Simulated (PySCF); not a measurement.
dichloromethane cation (CH2Cl2), SMILES ClCCl (connectivity only; charge and spin as stated), charge +1, multiplicity 2. Atoms are numbered in the order given.

```xyz
5

Cl    -1.4863     0.0000    -0.1990
C      0.0000     0.0000     0.6745
Cl     1.4863     0.0000    -0.1990
H      0.0000    -0.8753     1.3590
H      0.0000     0.8753     1.3590
```
Charge +1, spin multiplicity 2.

Coordinates come from a TPSSh-D3(BJ)/def2-TZVP optimisation. The multiplicity is an assumed one; other spin states were not compared.

Computed with r2SCAN/def2-TZVPD in PySCF.

Mulliken values depend strongly on the basis, most of all with diffuse functions as here. Atomic charges (e):

```tsv
atom	Mulliken	meta-Löwdin	Mulliken spin
Cl1	0.12	?	0.41
C2	0.22	?	-0.05
Cl3	0.12	?	0.41
H4	0.27	?	0.11
H5	0.27	?	0.11
```

### Question
Fill in the missing entries. (An estimate is asked for; the answer gives what the named calculation found.)

### Answer

- Cl1, meta-Löwdin: 0.35
- C2, meta-Löwdin: -0.19
- Cl3, meta-Löwdin: 0.35
- H4, meta-Löwdin: 0.25
- H5, meta-Löwdin: 0.25
